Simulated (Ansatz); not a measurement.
Relaxation of C3H5ClO2 (11 atoms, charge 0, multiplicity 1), to a largest force component of 0.02 eV/Å in at most 50 steps.

These are results of RKS B3LYP-D4/def2-SVP (Ansatz 0.2.0), not measurements.

```xyz
11
Properties=species:S:1:pos:R:3
C -0.441 -1.614 -0.542
C -0.355 -0.653 0.414
C 0.302 0.677 0.296
O 0.948 0.904 -0.971
O -0.582 1.696 0.556
Cl 1.659 0.795 1.470
H -0.980 -2.502 -0.363
H -0.046 -1.393 -1.557
H 0.245 -1.966 0.228
H 1.686 1.392 -0.745
H -1.354 1.495 0.028
```

Where does it end, and by what steps?

The run converged. The force dipped under the threshold on the way, but the program's further checks kept it going. After 26 steps the energy has fallen by 4.536 eV; Cl6 moved furthest, 2.61 Å. Parted: C3–Cl6 (1.80 → 2.66 Å). Joined: C2–Cl6 (2.70 → 1.77 Å).

| step | energy less start (eV) | largest force component (eV/Å) | accepted |
| --- | --- | --- | --- |
| 0 | 0.0000 | 3.465 | yes |
| 1 | -0.6677 | 1.218 | yes |
| 2 | -0.8319 | 1.012 | yes |
| 3 | -0.9006 | 0.716 | yes |
| 4 | -1.0365 | 0.751 | yes |
| 5 | -1.2083 | 1.902 | yes |
| 6 | -1.2776 | 3.077 | yes |
| 7 | -1.5335 | 1.882 | yes |
| 8 | -1.7572 | 1.209 | yes |
| 9 | -1.9253 | 2.657 | yes |
| 10 | -2.2984 | 1.042 | yes |
| 11 | -2.6747 | 1.134 | yes |
| 12 | -3.0806 | 1.047 | yes |
| 13 | -3.4995 | 0.942 | yes |
| 14 | -3.8451 | 0.766 | yes |
| 15 | -4.1802 | 0.522 | yes |
| 16 | -4.3563 | 0.437 | yes |
| 17 | -4.4392 | 1.231 | yes |
| 18 | -4.4940 | 0.514 | yes |
| 19 | -4.5131 | 0.259 | yes |
| 20 | -4.5316 | 0.077 | yes |
| 21 | -4.5275 | 0.183 | no |
| 22 | -4.5333 | 0.054 | yes |
| 23 | -4.5276 | 0.246 | no |
| 24 | -4.5352 | 0.007 | yes |
| 25 | -4.5355 | 0.035 | yes |
| 26 | -4.5356 | 0.017 | yes |

```xyz
11
Properties=species:S:1:pos:R:3
C 0.104 -1.721 -0.274
C -0.065 -0.373 0.340
C 0.180 0.815 -0.250
O 0.628 0.902 -1.517
O 0.021 2.024 0.324
Cl -0.642 -0.317 2.015
H -0.846 -2.283 -0.290
H 0.458 -1.614 -1.309
H 0.838 -2.332 0.281
H 0.712 1.841 -1.736
H -0.304 1.887 1.231
```

Whether the end is a true minimum wasn't checked by a vibrational analysis.

Run time: 65 s on 2 threads of Intel(R) Xeon(R) Platinum 8488C (Sapphire Rapids), on a shared host, peak memory 0.28 GiB.
